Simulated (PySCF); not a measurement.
Stationary points of H₂SO

Computed with PBE0/[S def2-TZVP, O def2-TZVP, H def2-TZVP], no relativity, density fitting, PySCF.

Relaxations began from a few typed shapes. The search is not exhaustive: other isomers or separated fragments can lie lower, and high-lying points may rest on an excited occupation.

(1) Order these stationary points by electronic energy, lowest first, in kJ/mol from the lowest minimum.
A. singlet C2v: S–H 1.334 Å (×2), S–O 1.502 Å; H–S–H 110.6°, H–S–O 124.7° (×2)
B. singlet Cs: S–H 1.382 Å (×2), S–O 1.476 Å; H–S–H 87.1°, H–S–O 108.8° (×2)

(2) Which of them are minima?

Results:

(1) B (0.0), A (167.4).

(2) By energy in kJ/mol, 0.0: minimum; 167.4: saddle point, 1 imaginary mode.

Counting electrons, sulfur keeps 2 of its valence electrons outside its bonds, so the VSEPR class is AX3E1 and the expected shape is trigonal pyramidal; with unlike ligands the computed point group is Cs.
